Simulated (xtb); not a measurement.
Species: HCl, SMILES `Cl` (charge 0, multiplicity 1).

### Question
Give a relaxed geometry from GFN2-xTB (xtb 6.7.1).

### Answer
the end point of this relaxation (outside a Z-matrix the atoms follow the SMILES, hydrogens last).
Cartesian coordinates (Å) in one orientation:
```xyz
2

Cl     0.639     0.000     0.000
H     -0.639     0.000     0.000
```
